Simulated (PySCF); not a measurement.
Name the molecule from its bond curve

A diatomic of charge +1 contains Cl. Its doublet curve at TPSSh in a triple-zeta basis (no relativity, PySCF), in eV from the separated fragments:

```csv
R (Å),E (eV)
1.136,-4.290
1.189,-4.630
1.242,-4.824
1.281,-4.897
1.321,-4.920
1.361,-4.903
1.413,-4.833
1.480,-4.688
1.559,-4.460
1.665,-4.105
```

The fit gives ωe = 2633 cm⁻¹ and the rotational constant Bₑ = 9.835 cm⁻¹.

Task: Which atom is the partner?

Result: The minimum lies at 1.323 Å, so the reduced mass is 16.8576 u Å² cm⁻¹/(Bₑ·Re²) = 0.9793 u. With Cl at 34.97 u the partner weighs about 1.0 u: H. The molecule is HCl⁺.

The state was picked by a PBE0 search and need not be the measured ground state.
